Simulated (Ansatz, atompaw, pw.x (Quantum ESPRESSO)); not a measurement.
pw.x on bcc Hf: one setting changed

Potential: PAW, atompaw 4.2.0.5, PBEsol; core [Xe] 4f14, reference 5d2 6s2 6p0; waves: 6s (bound): rc 3.00 bohr; 6s channel at 0.2 Ry: rc 3.00 bohr; 6p (bound, empty): rc 3.00 bohr; 6p channel at 2 Ry: rc 3.00 bohr; 5d (bound): rc 1.70 bohr; 5d channel at 1.4 Ry: rc 3.00 bohr; local part: ultrasoft scheme with l = 3 at 0 Ry, radius 2.80 bohr; core correction: smooth core density matched at 2.55 bohr; augmentation: besselshape compensation charge, radius 2.50 bohr; PAW radius 3.00 bohr; waves and projectors: custom rrkj gramschmidtortho.

The reference run (k-mesh 13³, cutoffs 45/450 Ry, Fermi–Dirac 0.01 Ry, mixing_beta 0.4, conv_thr 1e-9, no spin) gives 0.85 GPa at 21.370 Å³/atom, where all-electron LAPW gives 0.10 GPa. This run, with its own iteration cap, changes nosym to true.

```
&control
  calculation='scf', prefix='x', pseudo_dir='./', outdir='./tmp', tstress=.true., disk_io='none'
/
&system
  ibrav=0, nat=1, ntyp=1, ecutwfc=45, ecutrho=450, nbnd=9,
  occupations='smearing', smearing='fd', degauss=0.01, nosym=.true.
/
&electrons
  conv_thr=1e-09, mixing_beta=0.4, electron_maxstep=60
/
ATOMIC_SPECIES
Hf 1.0 Hf.UPF
CELL_PARAMETERS angstrom
  -1.74816133 1.74816133 1.74816133
  1.74816133 -1.74816133 1.74816133
  1.74816133 1.74816133 -1.74816133
ATOMIC_POSITIONS crystal
Hf 0.0000 0.0000 0.0000
K_POINTS automatic
13 13 13 0 0 0
```

```bash
pw.x < Hf.scf.in > Hf.scf.out
```

How does the run end?

It converges in 8 iterations; the free energy moves by +0.0 meV/atom and the pressure by +0.00 GPa. The result is that of the reference run.

```
lattice parameter (alat)  =       5.7219  a.u.
     unit-cell volume          =     144.2119 (a.u.)^3
     number of electrons       =         4.00
     number of Kohn-Sham states=            9
     kinetic-energy cutoff     =      45.0000  Ry
     charge density cutoff     =     450.0000  Ry
     scf convergence threshold =      1.0E-09
     Exchange-correlation= SLA PW PSX PSC
     number of k points=  1099  Fermi-Dirac smearing, width (Ry)=  0.0100
     negative rho (up, down):  9.793E-03 0.000E+00
     iteration #  1     ecut=    45.00 Ry     beta= 0.40
     negative rho (up, down):  2.014E-02 0.000E+00
     total energy              =    -609.34767437 Ry
     estimated scf accuracy    <       0.01694511 Ry
     iteration #  2     ecut=    45.00 Ry     beta= 0.40
     negative rho (up, down):  3.407E-02 0.000E+00
     total energy              =    -609.34320295 Ry
     estimated scf accuracy    <       0.00442525 Ry
     iteration #  3     ecut=    45.00 Ry     beta= 0.40
     negative rho (up, down):  3.524E-02 0.000E+00
     total energy              =    -609.34353108 Ry
     estimated scf accuracy    <       0.00006078 Ry
     [... 2 iterations left out ...]
     iteration #  6     ecut=    45.00 Ry     beta= 0.40
     negative rho (up, down):  3.649E-02 0.000E+00
     total energy              =    -609.34360215 Ry
     estimated scf accuracy    <       0.00000002 Ry
     iteration #  7     ecut=    45.00 Ry     beta= 0.40
     negative rho (up, down):  3.650E-02 0.000E+00
     total energy              =    -609.34360218 Ry
     estimated scf accuracy    <          7.3E-09 Ry
     iteration #  8     ecut=    45.00 Ry     beta= 0.40
     negative rho (up, down):  3.649E-02 0.000E+00
     the Fermi energy is     9.1408 ev
!    total energy              =    -609.34360218 Ry
     estimated scf accuracy    <          1.3E-10 Ry
     smearing contrib. (-TS)   =      -0.00819212 Ry
     The total energy is F=E-TS. E is the sum of the following terms:
     one-electron contribution =       6.10276035 Ry
     hartree contribution      =       0.01096683 Ry
     xc contribution           =      -4.01721169 Ry
     ewald contribution        =      -8.81291388 Ry
     one-center paw contrib.   =    -602.61901167 Ry
     convergence has been achieved in   8 iterations
     negative rho (up, down):  3.649E-02 0.000E+00
          total   stress  (Ry/bohr**3)                   (kbar)     P=        8.49
     Message from routine punch:
     Nothing written, as per user request (disk_io='none')
```

The run took about 2.3 min on one core of a shared host (Intel(R) Xeon(R) Platinum 8259CL CPU @ 2.50GHz, 96 threads, 755 GiB, load 58).
